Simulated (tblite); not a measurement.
Species: streptocyanine-1, CH5N2 (charge +1).
Z-matrix (Å and degrees, GFN2-xTB geometry), rows numbered from 1:
```
N 
C   1  1.3024
N   2  1.3025  1  124.54
H   1  1.0139  2  121.83  3     0.03
H   1  1.0110  2  121.31  3  -179.95
H   2  1.0869  1  117.71  3   179.95
H   3  1.0137  2  121.79  1    -0.07
H   3  1.0108  2  121.38  1   179.95
```

Method: GFN2-xTB as coded in tblite; computed harmonic values from a numerical Hessian at the method's own geometry, unscaled. The method is semi-empirical: single wavenumbers can be off by several per cent or more. One conformer, not necessarily the lowest.

Harmonic wavenumbers (cm⁻¹): 488.5, 555.4, 630.2, 661.6, 682.4, 939.8, 999.8, 1068.1, 1281.3, 1331.8, 1400.7, 1476.6, 1707.0, 3031.4, 3381.7, 3398.3, 3445.6, 3452.0.

A = 59566, B = 10425, C = 8872 MHz; mass 45.045 u (most abundant isotopes); point group C2v, symmetry number 2.

Question: Zero-point energy?

Answer: ½Σν̃ = 14966 cm⁻¹ = 179.03 kJ/mol.

Question: What is S at 298.15 K and 1 bar for an ideal gas of classical rigid rotors and harmonic oscillators?

Answer: Translation 156.34, rotation 84.59, vibration 11.20: S = 252.1 J/(mol K).

Question: And Cp and H(298.15 K) − H(0)?

Answer: Cp = 61.65 J/(mol K), of which vibrations give 28.40 (their classical limit is 18 R = 149.7); H(298.15 K) − H(0) = 12.44 kJ/mol without the zero-point energy, 2.52 from vibrations.

Question: How do the functions run with temperature in this model?

Answer: 
```
T (K)  S (J/(mol K))  Cp (J/(mol K))  H − H(0) (kJ/mol)  G − H(0) (kJ/mol)  ln q(vib)
  150          219.1            38.1               5.12             -27.75       0.02
  250          242.0            53.5               9.66             -50.84       0.18
  400          272.5            77.7              19.55             -89.47       0.75
  600          308.9           101.8              37.67            -147.70       1.83
  900          354.9           125.0              71.94            -247.51       3.68
```

q(vib) and H(0) count from the zero-point level.

Question: What must be added to the electronic energy to get the Gibbs energy at 298.15 K and 1 bar?

Answer: ZPE + [H(298.15 K) − H(0)] − T·S = 179.03 + 12.44 − 75.17 = 116.30 kJ/mol.

Question: Which modes carry the vibrational entropy at 298.15 K?

Answer: 488.5 cm⁻¹: 2.88; 555.4 cm⁻¹: 2.23; 630.2 cm⁻¹: 1.68; 661.6 cm⁻¹: 1.49; 682.4 cm⁻¹: 1.37; 939.8 cm⁻¹: 0.50 J/(mol K); the other 12 give 1.06 together.

Other conformers, if any are populated, would add a mixing term that is left out.

Run on one thread of an Arm Neoverse V2, shared host. The figure is for the frequency step alone.
